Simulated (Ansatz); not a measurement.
Input file:

```yaml
crystal:
  periodic: [false, false, false]
  atoms:
    - {symbol: Al, position_ang: [0.000000, 0.000000, 1.714500]}
    - {symbol: N, position_ang: [0.000000, 0.000000, 0.000000]}
    - {symbol: Al, position_ang: [0.000000, 0.000000, -1.714500]}
basis:
  gaussian: {orbitals: cc-pVTZ}
magnetization: {spin_polarized: true, initial_magnetization: 1}
correlation: {method: ccsdt_q, electrons: outside_noble_gas}
```

```sh
$ ansatz run in.yaml --threads 2 --pin off --events-out ev --progress --plain --max-ram 24576MiB --backend cuda --devices 0, --max-vram 18GiB
```

Log:

```
1164 factors; integrals over basis functions are off by at most 1.6e-7 eV
mean field evaluation 1: about -14639.9913 eV, gradient 3.9e1 eV
mean field evaluation 2: about -14640.0556 eV, gradient 3.9e1 eV
mean field evaluation 4: about -14647.3528 eV, gradient 3.8e0 eV
mean field evaluation 8: about -14647.5308 eV, gradient 3.6e-1 eV
mean field evaluation 16: about -14647.5388 eV, gradient 1.2e-5 eV
mean field evaluation 32: about -14647.8297 eV, gradient 1.6e-6 eV
mean field evaluation 64: about -14639.9913 eV, gradient 3.9e1 eV
mean field evaluation 96: about -14644.2871 eV, gradient 6.0e-4 eV
mean field evaluation 128: about -14647.5388 eV, gradient 8.2e-3 eV
mean field evaluation 160: about -14644.4675 eV, gradient 1.4e0 eV
...
cycle  12  -9.60479202 eV  change    1.3e-4 eV  update   1.1e-4
cycle  13  -9.60483382 eV  change   -4.2e-5 eV  update   5.1e-5
cycle  14  -9.60475594 eV  change    7.8e-5 eV  update   2.4e-5
cycle  15  -9.60470957 eV  change    4.6e-5 eV  update   1.3e-5
cycle  16  -9.60473419 eV  change   -2.5e-5 eV  update   6.8e-6
cycle  17  -9.60473727 eV  change   -3.1e-6 eV  update   4.8e-6
cycle  18  -9.60474379 eV  change   -6.5e-6 eV  update   3.3e-6
cycle  19  -9.60474792 eV  change   -4.1e-6 eV  update   1.5e-6
cycle  20  -9.60474708 eV  change    8.4e-7 eV  update   9.2e-7
cycle  21  -9.60474595 eV  change    1.1e-6 eV  update   5.9e-7
perturbative correction -0.07800947 eV, -0.0028667951 hartree
Total energy: -14657.22157469 eV, -538.6429578482 hartree
```

Ran on 2 threads of AMD EPYC 7R13 with a shared H100 80 GB, shared host: 44 s wall, 1.1 GiB peak host memory.
